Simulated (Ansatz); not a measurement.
# BSiNH (quartet): from Hartree-Fock to the top rungs, cc-pVTZ

The task here is to estimate one member of a computed series from the others.

Program: Ansatz 0.2.0, Gaussian basis. Level of theory: cc-pVTZ, core rule «outside noble gas», up to 7 orbitals frozen. These are calculated values, not measurements.

Plan: UHF; CCSD(T) on ROHF; CCSD(T) on UHF; BCCD(T) on ROHF; CCSDT(Q) on ROHF; CCSDT(Q) on UHF.

5 further runs of the same task are left out: 5 set aside as unsound or not needed. Runs told in other sessions of the task aren't counted.

### The system

The geometry is a PBE0/def2-TZVP stationary point (not a proven minimum) of the parent state, kept for this charge and spin.

4 atoms, charge 0, spin multiplicity 4.

Atoms are counted from 1 here; the program's logs count them from 0.

Bond lengths: B1–N2 1.375 Å, B1–Si3 1.996 Å, N2–Si3 1.766 Å, N2–H4 1.011 Å. Angles: N2–B1–Si3 59.8°, B1–N2–Si3 77.8°, B1–N2–H4 141.7°, Si3–N2–H4 140.4°, B1–Si3–N2 42.3°.

The first run:

in.yaml

```yaml
crystal:
  periodic: [false, false, false]
  atoms:
    - {symbol: B, position_ang: [0.000000, -0.897712, 0.910090]}
    - {symbol: N, position_ang: [0.000000, 0.476424, 0.875935]}
    - {symbol: Si, position_ang: [0.000000, 0.061811, -0.840355]}
    - {symbol: H, position_ang: [0.000000, 1.285841, 1.482090]}
basis:
  gaussian: {orbitals: cc-pVTZ}
magnetization: {spin_polarized: true, initial_magnetization: 3}
hamiltonian: {xc: hf}
output: {orbitals: {seedname: orbitals}}
```

The run is started by

```
$ ansatz run in.yaml --threads 1 --pin off --events-out ev --progress --plain --max-ram 4096MiB --backend cpu
```

Among the steps run: UHF; CCSD(T) on ROHF; CCSD(T) on UHF; BCCD(T) on ROHF; CCSDT(Q) on ROHF; CCSDT(Q) on UHF.

One of the session's tables, all rows but one given; the rest of the session is left out.

It belongs to the step «Misses and costs». 

```
   method  from UCCSDT(Q) (meV)
     ROHF              +10983.2
      UHF              +10757.1
     RMP2               +1205.3
     UMP2               +1301.2
    RCCSD                +665.1
    UCCSD                +653.1
 RCCSD(T)                 +77.8
 UCCSD(T)                     ?
  BCCD(T)                 +74.3
   RCCSDT                 +48.9
   UCCSDT                 +45.1
RCCSDT(Q)                  +7.5
UCCSDT(Q)                     0
```

**Question.** Estimate the row for UCCSD(T).

**Answer.** from UCCSDT(Q) (meV): +83.4. In the column «from UCCSDT(Q) (meV)» it lies between RCCSD(T) (+77.8) and UCCSD (+653.1).

To keep in mind: Restricted and unrestricted rows rest on different reference determinants; a gap between their highest levels can come from leftover correlation error, from unlike frozen cores or from another state.
